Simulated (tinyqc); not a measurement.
Inside a calculation (part 2 of 2). Method: UHF in the sto-6g basis, for H2O, spin multiplicity 1. Computed by tinyqc, a small Python program that keeps every step (integrals from PySCF). Command: `OMP_NUM_THREADS=1 python tinyqc.py 30422 30423 out.jsonl` (the two numbers bound the seeds that draw the settings). One thread of a shared host (Intel(R) Xeon(R) Processor @ 2.60GHz), about 0.2 s of CPU time with the checks.

Geometry (angstrom):

| atom | x | y | z |
|---|---|---|---|
| O | 0.0000 | 0.0000 | 0.0000 |
| H | 0.0000 | 0.9840 | 0.6450 |
| H | 0.0000 | -0.9840 | 0.6450 |

## Iteration 2: building the Fock matrix

D(alpha) after iteration 1:
```
          1O 1s    1O 2s   1O 2px   1O 2py   1O 2pz    2H 1s    3H 1s
1O 1s    1.0582  -0.2606   0.0469   0.0000   0.0048   0.0277   0.0277
1O 2s   -0.2606   1.1995  -0.2991   0.0000  -0.0121  -0.2301  -0.2301
1O 2px   0.0469  -0.2991   0.4605   0.0000  -0.2878   0.3655   0.3655
1O 2py   0.0000   0.0000   0.0000   0.4406   0.0000   0.2667  -0.2667
1O 2pz   0.0048  -0.0121  -0.2878   0.0000   0.9168  -0.0116  -0.0116
2H 1s    0.0277  -0.2301   0.3655   0.2667  -0.0116   0.5200   0.1972
3H 1s    0.0277  -0.2301   0.3655  -0.2667  -0.0116   0.1972   0.5200
```

D(beta) after iteration 1:
```
          1O 1s    1O 2s   1O 2px   1O 2py   1O 2pz    2H 1s    3H 1s
1O 1s    1.0582  -0.2606  -0.0469   0.0000   0.0048   0.0277   0.0277
1O 2s   -0.2606   1.1995   0.2991   0.0000  -0.0121  -0.2301  -0.2301
1O 2px  -0.0469   0.2991   0.4605   0.0000   0.2878  -0.3655  -0.3655
1O 2py   0.0000   0.0000   0.0000   0.4406   0.0000   0.2667  -0.2667
1O 2pz   0.0048  -0.0121   0.2878   0.0000   0.9168  -0.0116  -0.0116
2H 1s    0.0277  -0.2301  -0.3655   0.2667  -0.0116   0.5200   0.1972
3H 1s    0.0277  -0.2301  -0.3655  -0.2667  -0.0116   0.1972   0.5200
```

core Hamiltonian H = T + V (hartree):
```
           1O 1s    1O 2s   1O 2px   1O 2py   1O 2pz    2H 1s    3H 1s
1O 1s   -32.8307  -7.2552   0.0000   0.0000  -0.0119  -1.0564  -1.0564
1O 2s    -7.2552  -9.0542   0.0000   0.0000  -0.1393  -2.5255  -2.5255
1O 2px    0.0000   0.0000  -7.3145   0.0000   0.0000   0.0000   0.0000
1O 2py    0.0000   0.0000   0.0000  -7.4207   0.0000  -1.5872   1.5872
1O 2pz   -0.0119  -0.1393   0.0000   0.0000  -7.3601  -1.0714  -1.0714
2H 1s    -1.0564  -2.5255   0.0000  -1.5872  -1.0714  -4.2834  -0.7310
3H 1s    -1.0564  -2.5255   0.0000   1.5872  -1.0714  -0.7310  -4.2834
```

nuclear repulsion = 7.465186 hartree

Given earlier and not repeated: Two-electron integrals (ij|kl) in chemists' order.

J_ij = sum D_kl (ij|kl) with D = D(alpha) + D(beta), K_ij = sum D_kl (ik|jl) for each spin; F = H + J - K(s); E = tr D H + tr D J / 2 - 0.5 sum_s tr D(s) K(s) + E_nn.

Coulomb J (hartree):
```
          1O 1s   1O 2s  1O 2px   1O 2py  1O 2pz   2H 1s    3H 1s
1O 1s   17.0279  3.0057  0.0000   0.0000  0.0083  0.4476   0.4476
1O 2s    3.0057  7.8980  0.0000   0.0000  0.1049  2.2173   2.2173
1O 2px   0.0000  0.0000  7.8286   0.0000  0.0000  0.0000   0.0000
1O 2py   0.0000  0.0000  0.0000   7.9202  0.0000  1.5295  -1.5295
1O 2pz   0.0083  0.1049  0.0000   0.0000  7.9453  1.0325   1.0325
2H 1s    0.4476  2.2173  0.0000   1.5295  1.0325  4.5274   0.6557
3H 1s    0.4476  2.2173  0.0000  -1.5295  1.0325  0.6557   4.5274
```

exchange K(alpha) (hartree):
```
          1O 1s    1O 2s   1O 2px   1O 2py   1O 2pz   2H 1s    3H 1s
1O 1s    4.9060   0.7494  -0.0015   0.0000   0.0014  0.1202   0.1202
1O 2s    0.7494   1.2475  -0.0941   0.0000  -0.0029  0.3832   0.3832
1O 2px  -0.0015  -0.0941   0.6805   0.0000  -0.1655  0.0767   0.0767
1O 2py   0.0000   0.0000   0.0000   0.8656   0.0000  0.2992  -0.2992
1O 2pz   0.0014  -0.0029  -0.1655   0.0000   1.0822  0.1860   0.1860
2H 1s    0.1202   0.3832   0.0767   0.2992   0.1860  0.5788   0.1136
3H 1s    0.1202   0.3832   0.0767  -0.2992   0.1860  0.1136   0.5788
```

exchange K(beta) (hartree):
```
         1O 1s    1O 2s   1O 2px   1O 2py   1O 2pz    2H 1s    3H 1s
1O 1s   4.9060   0.7494   0.0015   0.0000   0.0014   0.1202   0.1202
1O 2s   0.7494   1.2475   0.0941   0.0000  -0.0029   0.3832   0.3832
1O 2px  0.0015   0.0941   0.6805   0.0000   0.1655  -0.0767  -0.0767
1O 2py  0.0000   0.0000   0.0000   0.8656   0.0000   0.2992  -0.2992
1O 2pz  0.0014  -0.0029   0.1655   0.0000   1.0822   0.1860   0.1860
2H 1s   0.1202   0.3832  -0.0767   0.2992   0.1860   0.5788   0.1136
3H 1s   0.1202   0.3832  -0.0767  -0.2992   0.1860   0.1136   0.5788
```

F(alpha) (hartree):
```
           1O 1s    1O 2s   1O 2px   1O 2py   1O 2pz    2H 1s    3H 1s
1O 1s   -20.7088  -4.9990   0.0015   0.0000  -0.0051  -0.7290  -0.7290
1O 2s    -4.9990  -2.4037   0.0941   0.0000  -0.0315  -0.6915  -0.6915
1O 2px    0.0015   0.0941  -0.1664   0.0000   0.1655  -0.0767  -0.0767
1O 2py    0.0000   0.0000   0.0000  -0.3662   0.0000  -0.3569   0.3569
1O 2pz   -0.0051  -0.0315   0.1655   0.0000  -0.4970  -0.2249  -0.2249
2H 1s    -0.7290  -0.6915  -0.0767  -0.3569  -0.2249  -0.3348  -0.1890
3H 1s    -0.7290  -0.6915  -0.0767   0.3569  -0.2249  -0.1890  -0.3348
```

F(beta) (hartree):
```
           1O 1s    1O 2s   1O 2px   1O 2py   1O 2pz    2H 1s    3H 1s
1O 1s   -20.7088  -4.9990  -0.0015   0.0000  -0.0051  -0.7290  -0.7290
1O 2s    -4.9990  -2.4037  -0.0941   0.0000  -0.0315  -0.6915  -0.6915
1O 2px   -0.0015  -0.0941  -0.1664   0.0000  -0.1655   0.0767   0.0767
1O 2py    0.0000   0.0000   0.0000  -0.3662   0.0000  -0.3569   0.3569
1O 2pz   -0.0051  -0.0315  -0.1655   0.0000  -0.4970  -0.2249  -0.2249
2H 1s    -0.7290  -0.6915   0.0767  -0.3569  -0.2249  -0.3348  -0.1890
3H 1s    -0.7290  -0.6915   0.0767   0.3569  -0.2249  -0.1890  -0.3348
```

total energy of this density = -75.301725 hartree

## Iteration 2: diagonalisation and new density

X:
```
          1O 1s    1O 2s  1O 2px   1O 2py   1O 2pz    2H 1s    3H 1s
1O 1s    1.0221  -0.1303  0.0000   0.0000  -0.0052   0.0162   0.0162
1O 2s   -0.1303   1.1268  0.0000   0.0000   0.0511  -0.1949  -0.1949
1O 2px   0.0000   0.0000  1.0000   0.0000   0.0000   0.0000   0.0000
1O 2py   0.0000   0.0000  0.0000   1.0640   0.0000  -0.1596   0.1596
1O 2pz  -0.0052   0.0511  0.0000   0.0000   1.0247  -0.0944  -0.0944
2H 1s    0.0162  -0.1949  0.0000  -0.1596  -0.0944   1.0994  -0.0420
3H 1s    0.0162  -0.1949  0.0000   0.1596  -0.0944  -0.0420   1.0994
```

Diagonalise F' = X^T F X, C = X C', fill 5 alpha and 5 beta electrons from the bottom; D(s) = C_occ C_occ^T. Each column has its largest component positive (the first on a tie).

F' = X^T F X (alpha) (hartree):
```
          1        2        3        4        5        6        7
1  -20.3868  -2.4946  -0.0141   0.0000  -0.0213  -0.0922  -0.0922
2   -2.4946  -1.4377   0.1442   0.0000   0.0624  -0.3243  -0.3243
3   -0.0141   0.1442  -0.1664   0.0000   0.1889  -0.1150  -0.1150
4    0.0000   0.0000   0.0000  -0.1796   0.0000  -0.3629   0.3629
5   -0.0213   0.0624   0.1889   0.0000  -0.4396  -0.1811  -0.1811
6   -0.0922  -0.3243  -0.1150  -0.3629  -0.1811  -0.0329  -0.0843
7   -0.0922  -0.3243  -0.1150   0.3629  -0.1811  -0.0843  -0.0329
```

orbital energies (alpha) (hartree): MO1 -20.7114, MO2 -1.2873, MO3 -0.5901, MO4 -0.5768, MO5 -0.2828, MO6 0.3107, MO7 0.4619

coefficients C (alpha):
```
            MO1      MO2      MO3      MO4      MO5      MO6      MO7
1O 1s    0.9970  -0.2386   0.0000   0.0420   0.0426   0.0876   0.0000
1O 2s    0.0131   0.9640   0.0000  -0.2151  -0.3001  -0.5474   0.0000
1O 2px  -0.0002  -0.0785   0.0000  -0.2604   0.8282  -0.4900   0.0000
1O 2py   0.0000   0.0000   0.6898   0.0000   0.0000   0.0000   0.8409
1O 2pz   0.0010   0.0544   0.0000   0.8953  -0.0183  -0.5154   0.0000
2H 1s   -0.0023   0.0738   0.3796   0.1380   0.4251   0.6333  -0.7299
3H 1s   -0.0023   0.0738  -0.3796   0.1380   0.4251   0.6333   0.7299
```

F' = X^T F X (beta) (hartree):
```
          1        2        3        4        5        6        7
1  -20.3868  -2.4946   0.0141   0.0000  -0.0213  -0.0922  -0.0922
2   -2.4946  -1.4377  -0.1442   0.0000   0.0624  -0.3243  -0.3243
3    0.0141  -0.1442  -0.1664   0.0000  -0.1889   0.1150   0.1150
4    0.0000   0.0000   0.0000  -0.1796   0.0000  -0.3629   0.3629
5   -0.0213   0.0624  -0.1889   0.0000  -0.4396  -0.1811  -0.1811
6   -0.0922  -0.3243   0.1150  -0.3629  -0.1811  -0.0329  -0.0843
7   -0.0922  -0.3243   0.1150   0.3629  -0.1811  -0.0843  -0.0329
```

orbital energies (beta) (hartree): MO1 -20.7114, MO2 -1.2873, MO3 -0.5901, MO4 -0.5768, MO5 -0.2828, MO6 0.3107, MO7 0.4619

coefficients C (beta):
```
            MO1      MO2      MO3      MO4      MO5      MO6      MO7
1O 1s    0.9970  -0.2386   0.0000   0.0420  -0.0426   0.0876   0.0000
1O 2s    0.0131   0.9640   0.0000  -0.2151   0.3001  -0.5474   0.0000
1O 2px   0.0002   0.0785   0.0000   0.2604   0.8282   0.4900   0.0000
1O 2py   0.0000   0.0000   0.6898   0.0000   0.0000   0.0000   0.8409
1O 2pz   0.0010   0.0544   0.0000   0.8953   0.0183  -0.5154   0.0000
2H 1s   -0.0023   0.0738   0.3796   0.1380  -0.4251   0.6333  -0.7299
3H 1s   -0.0023   0.0738  -0.3796   0.1380  -0.4251   0.6333   0.7299
```

D(alpha) after iteration 2:
```
          1O 1s    1O 2s   1O 2px   1O 2py   1O 2pz    2H 1s    3H 1s
1O 1s    1.0546  -0.2387   0.0429   0.0000   0.0249   0.0040   0.0040
1O 2s   -0.2387   1.0657  -0.2682   0.0000  -0.1346  -0.0861  -0.0861
1O 2px   0.0429  -0.2682   0.7599   0.0000  -0.2526   0.3103   0.3103
1O 2py   0.0000   0.0000   0.0000   0.4759   0.0000   0.2619  -0.2619
1O 2pz   0.0249  -0.1346  -0.2526   0.0000   0.8048   0.1198   0.1198
2H 1s    0.0040  -0.0861   0.3103   0.2619   0.1198   0.3493   0.0611
3H 1s    0.0040  -0.0861   0.3103  -0.2619   0.1198   0.0611   0.3493
```

D(beta) after iteration 2:
```
          1O 1s    1O 2s   1O 2px   1O 2py   1O 2pz    2H 1s    3H 1s
1O 1s    1.0546  -0.2387  -0.0429   0.0000   0.0249   0.0040   0.0040
1O 2s   -0.2387   1.0657   0.2682   0.0000  -0.1346  -0.0861  -0.0861
1O 2px  -0.0429   0.2682   0.7599   0.0000   0.2526  -0.3103  -0.3103
1O 2py   0.0000   0.0000   0.0000   0.4759   0.0000   0.2619  -0.2619
1O 2pz   0.0249  -0.1346   0.2526   0.0000   0.8048   0.1198   0.1198
2H 1s    0.0040  -0.0861  -0.3103   0.2619   0.1198   0.3493   0.0611
3H 1s    0.0040  -0.0861  -0.3103  -0.2619   0.1198   0.0611   0.3493
```

## Iteration 12 (converged): orbitals

converged F(alpha) (hartree):
```
           1O 1s    1O 2s   1O 2px   1O 2py   1O 2pz    2H 1s    3H 1s
1O 1s   -20.5196  -4.9629   0.0000   0.0000  -0.0229  -0.7247  -0.7247
1O 2s    -4.9629  -2.2880   0.0000   0.0000  -0.0488  -0.6951  -0.6951
1O 2px    0.0000   0.0000  -0.3867   0.0000   0.0000   0.0000   0.0000
1O 2py    0.0000   0.0000   0.0000  -0.2049   0.0000  -0.3506   0.3506
1O 2pz   -0.0229  -0.0488   0.0000   0.0000  -0.2478  -0.2774  -0.2774
2H 1s    -0.7247  -0.6951   0.0000  -0.3506  -0.2774  -0.3525  -0.1711
3H 1s    -0.7247  -0.6951   0.0000   0.3506  -0.2774  -0.1711  -0.3525
```

converged F(beta) (hartree):
```
           1O 1s    1O 2s   1O 2px   1O 2py   1O 2pz    2H 1s    3H 1s
1O 1s   -20.5196  -4.9629   0.0000   0.0000  -0.0229  -0.7247  -0.7247
1O 2s    -4.9629  -2.2880   0.0000   0.0000  -0.0488  -0.6951  -0.6951
1O 2px    0.0000   0.0000  -0.3867   0.0000   0.0000   0.0000   0.0000
1O 2py    0.0000   0.0000   0.0000  -0.2049   0.0000  -0.3506   0.3506
1O 2pz   -0.0229  -0.0488   0.0000   0.0000  -0.2478  -0.2774  -0.2774
2H 1s    -0.7247  -0.6951   0.0000  -0.3506  -0.2774  -0.3525  -0.1711
3H 1s    -0.7247  -0.6951   0.0000   0.3506  -0.2774  -0.1711  -0.3525
```

As before.

F' = X^T F X (alpha) (hartree):
```
          1        2        3        4        5        6        7
1  -20.1962  -2.4977   0.0000   0.0000  -0.0416  -0.0862  -0.0862
2   -2.4977  -1.2935   0.0000   0.0000   0.0866  -0.3580  -0.3580
3    0.0000   0.0000  -0.3867   0.0000   0.0000   0.0000   0.0000
4    0.0000   0.0000   0.0000  -0.0030   0.0000  -0.3758   0.3758
5   -0.0416   0.0866   0.0000   0.0000  -0.1589  -0.2613  -0.2613
6   -0.0862  -0.3580   0.0000  -0.3758  -0.2613  -0.0361  -0.0449
7   -0.0862  -0.3580   0.0000   0.3758  -0.2613  -0.0449  -0.0361
```

orbital energies (alpha) (hartree): MO1 -20.5224, MO2 -1.1879, MO3 -0.5287, MO4 -0.4106, MO5 -0.3867, MO6 0.3913, MO7 0.5344

coefficients C (alpha):
```
            MO1      MO2      MO3      MO4     MO5      MO6      MO7
1O 1s    0.9969  -0.2309   0.0000   0.0772  0.0000  -0.0956   0.0000
1O 2s    0.0137   0.9137   0.0000  -0.4231  0.0000   0.5927   0.0000
1O 2px   0.0000   0.0000   0.0000   0.0000  1.0000   0.0000   0.0000
1O 2py   0.0000   0.0000   0.5978   0.0000  0.0000   0.0000   0.9086
1O 2pz   0.0019   0.0626   0.0000   0.7624  0.0000   0.6966   0.0000
2H 1s   -0.0025   0.1309   0.4541   0.3448  0.0000  -0.6857  -0.6861
3H 1s   -0.0025   0.1309  -0.4541   0.3448  0.0000  -0.6857   0.6861
```

F' = X^T F X (beta) (hartree):
```
          1        2        3        4        5        6        7
1  -20.1962  -2.4977   0.0000   0.0000  -0.0416  -0.0862  -0.0862
2   -2.4977  -1.2935   0.0000   0.0000   0.0866  -0.3580  -0.3580
3    0.0000   0.0000  -0.3867   0.0000   0.0000   0.0000   0.0000
4    0.0000   0.0000   0.0000  -0.0030   0.0000  -0.3758   0.3758
5   -0.0416   0.0866   0.0000   0.0000  -0.1589  -0.2613  -0.2613
6   -0.0862  -0.3580   0.0000  -0.3758  -0.2613  -0.0361  -0.0449
7   -0.0862  -0.3580   0.0000   0.3758  -0.2613  -0.0449  -0.0361
```

orbital energies (beta) (hartree): MO1 -20.5224, MO2 -1.1879, MO3 -0.5287, MO4 -0.4106, MO5 -0.3867, MO6 0.3913, MO7 0.5344

coefficients C (beta):
```
            MO1      MO2      MO3      MO4     MO5      MO6      MO7
1O 1s    0.9969  -0.2309   0.0000   0.0772  0.0000  -0.0956   0.0000
1O 2s    0.0137   0.9137   0.0000  -0.4231  0.0000   0.5927   0.0000
1O 2px   0.0000   0.0000   0.0000   0.0000  1.0000   0.0000   0.0000
1O 2py   0.0000   0.0000   0.5978   0.0000  0.0000   0.0000   0.9086
1O 2pz   0.0019   0.0626   0.0000   0.7624  0.0000   0.6966   0.0000
2H 1s   -0.0025   0.1309   0.4541   0.3448  0.0000  -0.6857  -0.6861
3H 1s   -0.0025   0.1309  -0.4541   0.3448  0.0000  -0.6857   0.6861
```

D(alpha) after iteration 12:
```
          1O 1s    1O 2s  1O 2px   1O 2py   1O 2pz    2H 1s    3H 1s
1O 1s    1.0531  -0.2300  0.0000   0.0000   0.0463  -0.0061  -0.0061
1O 2s   -0.2300   1.0141  0.0000   0.0000  -0.2653  -0.0263  -0.0263
1O 2px   0.0000   0.0000  1.0000   0.0000   0.0000   0.0000   0.0000
1O 2py   0.0000   0.0000  0.0000   0.3574   0.0000   0.2715  -0.2715
1O 2pz   0.0463  -0.2653  0.0000   0.0000   0.5852   0.2710   0.2710
2H 1s   -0.0061  -0.0263  0.0000   0.2715   0.2710   0.3422  -0.0702
3H 1s   -0.0061  -0.0263  0.0000  -0.2715   0.2710  -0.0702   0.3422
```

D(beta) after iteration 12:
```
          1O 1s    1O 2s  1O 2px   1O 2py   1O 2pz    2H 1s    3H 1s
1O 1s    1.0531  -0.2300  0.0000   0.0000   0.0463  -0.0061  -0.0061
1O 2s   -0.2300   1.0141  0.0000   0.0000  -0.2653  -0.0263  -0.0263
1O 2px   0.0000   0.0000  1.0000   0.0000   0.0000   0.0000   0.0000
1O 2py   0.0000   0.0000  0.0000   0.3574   0.0000   0.2715  -0.2715
1O 2pz   0.0463  -0.2653  0.0000   0.0000   0.5852   0.2710   0.2710
2H 1s   -0.0061  -0.0263  0.0000   0.2715   0.2710   0.3422  -0.0702
3H 1s   -0.0061  -0.0263  0.0000  -0.2715   0.2710  -0.0702   0.3422
```

## Convergence

Stop when the energy changes by less than 1e-08 hartree and every element of the error matrix X^T (F D S - S D F) X (for each spin) is below 3e-05.

Course of the cycle:

| iteration | E (hartree) | change | largest element of the error matrix |
|---|---|---|---|
| 1 | -74.402957 | - | 2.37e-01 |
| 2 | -75.301725 | -8.99e-01 | 1.07e-01 |
| 3 | -75.482458 | -1.81e-01 | 7.19e-02 |
| 4 | -75.551536 | -6.91e-02 | 4.84e-02 |
| 5 | -75.596774 | -4.52e-02 | 2.38e-02 |
| 6 | -75.610619 | -1.38e-02 | 9.78e-03 |
| 7 | -75.613726 | -3.11e-03 | 5.92e-03 |
| 8 | -75.614052 | -3.26e-04 | 1.84e-03 |
| 9 | -75.614072 | -1.93e-05 | 4.45e-04 |
| 10 | -75.614073 | -1.71e-06 | 1.67e-04 |
| 11 | -75.614074 | -2.09e-07 | 3.23e-06 |
| 12 | -75.614074 | -6.43e-11 | 6.77e-08 |

PySCF UHF in the same basis, after a stability check = -75.614074 hartree

Converged in 12 iterations.

## Populations, bond orders and dipole

overlap S:
```
         1O 1s   1O 2s  1O 2px   1O 2py  1O 2pz   2H 1s    3H 1s
1O 1s   1.0000  0.2311  0.0000   0.0000  0.0000  0.0334   0.0334
1O 2s   0.2311  1.0000  0.0000   0.0000  0.0000  0.3455   0.3455
1O 2px  0.0000  0.0000  1.0000   0.0000  0.0000  0.0000   0.0000
1O 2py  0.0000  0.0000  0.0000   1.0000  0.0000  0.2600  -0.2600
1O 2pz  0.0000  0.0000  0.0000   0.0000  1.0000  0.1704   0.1704
2H 1s   0.0334  0.3455  0.0000   0.2600  0.1704  1.0000   0.1262
3H 1s   0.0334  0.3455  0.0000  -0.2600  0.1704  0.1262   1.0000
```

Mulliken: Z minus the diagonal of D S on the atom; Loewdin: the same with S^(1/2) D S^(1/2); Mayer order: 2 sum_s sum (D(s) S)_ij (D(s) S)_ji over the two atoms.

Charges (e):

| atom | Mulliken | Loewdin | Mulliken spin |
|---|---|---|---|
| 1O | -0.2368 | -0.1798 | 0 |
| 2H | 0.1184 | 0.0899 | 0 |
| 3H | 0.1184 | 0.0899 | 0 |

Mayer bond orders:

| pair | order |
|---|---|
| 2-1 | 0.9712 |
| 3-1 | 0.9712 |
| 3-2 | 0.0147 |

dipole moment about the origin, x y z (debye): 0.0000  0.0000  1.4219

<S^2> of the determinant (pure state: 0) = 0.0000
